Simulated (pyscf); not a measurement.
Elementary routes open to H₃C–CH₂–Cl + H• in the gas phase (doublet surface):
A. H₃C–CH₃ + Cl• (C–Cl broken; C–H formed)
B. •H₂C–CH₃ + HCl (C–Cl broken; Cl–H formed)
C. CH₄ + •H₂C–Cl (C–C broken; C–H formed)

Structures and frequencies: ωB97X-D3(BJ)/def2-SVP in PySCF. MP2 and CC: frozen core, UHF for open shells. ΔMP2 is the change of the MP2 total energy from the triple- to the quadruple-zeta basis.

Question: Rank the routes by free-energy barrier at 600 K, lowest first, for CCSD(T)/def2-TZVPP + ΔMP2(QZVPP) energies (ideal gas, 1 atm, RRHO with modes under 100 cm⁻¹ raised to 100, one conformer, R ln 2 for chiral ones without a mode under 150 cm⁻¹).

Answer: B (21.4 kcal/mol), A (35.4 kcal/mol), C (49.3 kcal/mol)

Route B is the fastest of these, ahead of the next by 13.9 kcal/mol. The most stable products are those of B (ΔG = -26.7 kcal/mol), so kinetics and thermodynamics agree. At 1200 K B is still the fastest. Only these routes are compared; each barrier is that of the saddle found, and lower ones may exist. The CCSD(T) − MP2 part came from Ansatz, without density fitting, on the same reference. Left out: orbital degeneracy and the spin-orbit lowering of Cl.
